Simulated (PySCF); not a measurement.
Single point on CN⁻

State: ¹Σ⁺ (singlet), closed shell.

An equivalent input (the run itself took its basis sets from the Basis Set Exchange, started from a PBE0 density and held the occupation σ 5α 5β, πx 1α 1β, πy 1α 1β):

```python
from pyscf import gto, dft
mol = gto.M(atom='C 0 0 0; N 0 0 1.175', basis={'C': 'def2-SVPD', 'N': 'def2-SVPD'},
            charge=-1, spin=0, verbose=4, symmetry='C2v')
mf = dft.UKS(mol, xc='BHANDHLYP')
mf.grids.atom_grid = (80, 434)
mf.grids.prune = dft.gen_grid.treutler_prune
mf.irrep_nelec = {'A1': (5, 5), 'B1': (1, 1), 'B2': (1, 1)}
mf.conv_tol = 1e-9
mf.max_cycle = 60
mf.diis_space = 10
mf.kernel()
```

The log (some set-up lines and the per-cycle HOMO/LUMO lines removed):

```
******** <class 'pyscf.dft.uks_symm.SymAdaptedUKS'> ********
method = SymAdaptedUKS
damping factor = 0
level_shift factor = 0
DIIS = <class 'pyscf.scf.diis.CDIIS'>
diis_start_cycle = 1
diis_space = 10
diis_damp = 0
SCF conv_tol = 1e-09
SCF conv_tol_grad = None
SCF max_cycles = 60
number electrons alpha = 7  beta = 7
Set gradient conv threshold to 3.16228e-05
init E= -92.7239583568155
cycle= 1 E= -92.7244656680457  delta_E= -0.000507  |g|= 0.0144  |ddm|= 0.0888
cycle= 2 E= -92.7243153110243  delta_E= 0.00015  |g|= 0.0238  |ddm|= 0.0319
cycle= 3 E= -92.724568070733  delta_E= -0.000253  |g|= 0.000941  |ddm|= 0.0219
cycle= 4 E= -92.7245686853382  delta_E= -6.15e-07  |g|= 0.000356  |ddm|= 0.00219
cycle= 5 E= -92.7245687716675  delta_E= -8.63e-08  |g|= 4.28e-05  |ddm|= 0.000884
cycle= 6 E= -92.7245687728987  delta_E= -1.23e-09  |g|= 5.61e-06  |ddm|= 8.82e-05
cycle= 7 E= -92.7245687729297  delta_E= -3.1e-11  |g|= 4.12e-07  |ddm|= 2.84e-05
Extra cycle  E= -92.7245687729297  delta_E= -4.26e-14  |g|= 3.54e-07  |ddm|= 2.08e-06
converged SCF energy = -92.7245687729297  <S^2> = -5.3290705e-15  2S+1 = 1
```

Repeating this along the bond gives Re = 1.162 Å and ωe = 2296 cm⁻¹.

A point of this curve took 0.27 CPU seconds beside 0.024 for the integrals, on Intel Xeon Platinum 8375C @ 2.90GHz (shared host).
